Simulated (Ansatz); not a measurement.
For litharge SnO, LDA (Ansatz, a quantum-chemistry and plane-wave program, PAW) gives:

* **lattice constant a**: 3.768 Å
* **c axis length**: 4.658 Å
* **bulk modulus B0**: 38.7 GPa
* **band gap at the measured cell**: 0.13 eV

Question: What does r²SCAN+SOC (PAW; Ansatz) give for the same quantities?

Answer: 
- lattice constant a: 3.806 Å (rises by 1.0 %)
- lattice parameter c: 4.936 Å (grows by 6.0 %)
- bulk modulus: 23.2 GPa (falls by 40 %)
- band gap at the measured cell: 0.18 eV (grows by 0.05 eV)

For comparison: lattice constant a 3.801 Å (measured, temperature not stated, no zero-point or thermal correction; as tabulated in Electronic properties of the Sn1−xPbxO alloy and band alignment of the SnO/PbO …); lattice parameter c 4.835 Å (measured, temperature not stated, no zero-point or thermal correction; as tabulated in Electronic properties of the Sn1−xPbxO alloy and band alignment of the SnO/PbO …); bulk modulus 35 ± 1 GPa (measured, temperature not stated, not corrected to a static lattice, equation of state from high-pressure X-ray diffraction; as tabulated in Giefers, Porsch, Wortmann, Structural study of SnO at high pressure …); band gap 0.7 eV (measured, temperature not stated, no zero-point or thermal correction; as tabulated in Waroquiers et al. (2013), arXiv:1302.6756).

Changes are worked out from the printed values.

Unless a cell is named, each level is at its own relaxed cell (LDA 16.53, r²SCAN+SOC 17.88 Å³/atom).

Levels without +SOC have no spin–orbit coupling; where heavier elements are present it shifts gaps, mostly down, and can invert bands. Density-functional gaps are differences of (generalised) Kohn–Sham levels.

Caveats: LDA has no dispersion term either, though it tends to give short spacings of layers, chains or molecules (LDA); the cell comes from a level without a dispersion term, which matters for the spacing of layers, chains or molecules (r²SCAN+SOC). Ansatz's density-functional and Hartree–Fock values are scalar-relativistic unless marked +SOC, with PAW data made under PBE.
